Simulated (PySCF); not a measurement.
# Cl: electron affinity

Cl⁻ [Ar] (1S) → Cl [Ne] 3s2 3p5 (2P), as a difference of total energies. Computed with PySCF 2.14 in dyall-av3z, with the non-relativistic Hamiltonian (point nucleus). Correlated levels: valence: [Ne] frozen; virtual orbitals above 40 to 60 times the deepest correlated orbital energy dropped. The calculations carry no spin-orbit coupling.

Problem. Order these methods by the electron affinity they give, lowest first.
A. MP2 (valence)
B. CCSD (valence)
C. UHF
D. CCSD(T) (valence)

Solution. C (2.376 eV), B (3.411 eV), D (3.502 eV), A (3.628 eV).

A first-order spin-orbit estimate (lowest level to lowest level, LS coupling) adds -0.034 eV.

Errors of the correlated levels include the incompleteness of this basis and the frozen core.

For comparison: 3.613 eV (measured; photodetachment measurements, as compiled on the Wikipedia data page of electron affinities).
